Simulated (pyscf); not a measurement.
PySCF, gas phase, ωB97X-D3(BJ)/def2-SVP geometries. MP2 and CC: frozen core, UHF for open shells. ΔMP2 is the change of the MP2 total energy from the triple- to the quadruple-zeta basis.

:HSi–Cl [singlet] + ammonia (NH₃) → H₂N–SiH₂–Cl
Surface: singlet. Broken: H–N. Formed: N–Si, H–Si. Give ΔE‡ and ΔE from CCSD(T)/def2-TZVPP + ΔMP2(QZVPP), relative to the separated reactants.

ΔE‡ = 60.1 kJ/mol, ΔE = -255.3 kJ/mol. Zero-point energy shifts the barrier by +0.6 kJ/mol. It is an insertion, with an imaginary mode of 1627i cm⁻¹. On the reactant side the descent ends in an adduct with a N–Si contact, 123.7 kJ/mol under the separated species and 174.0 kJ/mol under the saddle at ωB97X-D3(BJ)/def2-TZVP. What is counted as formed (N–Si) is already present as a longer contact in the reactant adduct; forming that adduct is a step of its own. At ωB97X-D3(BJ) the barrier from the zero used here is 50.3 kJ/mol. The same reactants have a lower exit, to H₂N–SiH: [singlet] + HCl (barrier +20.9 kJ/mol at ωB97M-D3(BJ), against +60.1 kJ/mol here). One saddle was located; it need not be the lowest between these sides. The CCSD(T) − MP2 part came from Ansatz, without density fitting, on the same reference.
